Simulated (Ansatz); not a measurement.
Species: C2H6S, SMILES `CCS` (C–C–S–H torsion 62°) (charge 0, multiplicity 1), formula C$_{2}$H$_{6}$S.

How many basis functions does frozen-core CCSD(T)/cc-pVQZ // PBE0-D3(BJ)/def2-TZVP (Ansatz, an electronic-structure program) use, how many core orbitals are frozen, and how many electrons are correlated?

349 basis functions and 7 frozen orbitals, which leaves 20 correlated electrons. Core time is of the order of minutes.
